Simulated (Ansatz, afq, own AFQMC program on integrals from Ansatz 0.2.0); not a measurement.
**CO, triplet → CO, quintet**

| atom | x (Å) | y (Å) | z (Å) |
| --- | --- | --- | --- |
| O | 0.0000 | 0.0000 | 0.0000 |
| C | 0.0000 | 0.0000 | 1.1955 |

E(quintet, charge +0) − E(triplet, charge +0) at this geometry, on ROHF and UHF determinants.

Basis cc-pVQZ. Only valence electrons are correlated. Ansatz 0.2.0 and our own AFQMC program on the same integrals; the CISD trial comes from CCSD amplitudes, and released means the phaseless constraint is let go. ± is one standard error of the sampling. The errors of all members are added in quadrature.

No full CI on the walks' own integrals is used here. The released AFQMC energy serves as the reference, which it does only where one determinant dominates, the energy is flat over the last release times and near the phaseless one (40 meV or 2 meV an electron, half that with transition metals). On small molecules, where full CI could be run and the noise was under 10 meV, such values lay within 10 meV of it in 19 cases of 20, a flattering rate, since the rule was set on those same cases; what remains of the bias isn't in the error bar. Each member takes its own surest rung, up to full CI.

Errors are counted within cc-pVQZ, not against nature.

Cautions: CO (triplet): lower spins were not checked, a spin-contaminated unrestricted determinant lies lower (UHF 313 meV lower, ⟨S²⟩ 2.19), the released value is read at 2.40 1/Eh with a noise of 17 meV, more than in the cases checked (meV from the phaseless value at times in 1/Eh: -21 ± 11 at 0.24, -19 ± 7 at 0.51, -72 ± 17 at 0.99, -36 ± 29 at 1.62, -26 ± 17 at 2.40); CO (quintet): another spin lies lower, the released value is read at 2.40 1/Eh with a noise of 11 meV, more than in the cases checked (meV from the phaseless value at times in 1/Eh: 0 ± 4 at 0.24, -3 ± 3 at 0.51, -7 ± 5 at 0.99, -7 ± 7 at 1.62, -12 ± 11 at 2.40); the upper state may be diffuse, so the gap hangs on the basis.

Reference (AFQMC with the constraint released): 5.856 ± 0.020 eV.

```
        level  vertical spin gap (eV)  error against released AFQMC (eV)
           HF                   3.397                     -2.459 ± 0.020
          MP2                   6.064                      0.207 ± 0.020
         CCSD                   5.614                     -0.242 ± 0.020
      CCSD(T)                   5.876                      0.019 ± 0.020
ph-AFQMC/CISD           5.841 ± 0.016                     -0.015 ± 0.026
```

Correlation beyond CCSD(T) changes it by less than twice the noise. The perturbative (T) step is worth +0.261 eV.

A walk keeps the symmetry of its determinant, which the program's search chose and which needn't be the lowest solution, so a lower state of the same spin and another symmetry isn't excluded. Released energies are given only where the last usable release times agree within the noise; a slower fall can still hide under it.
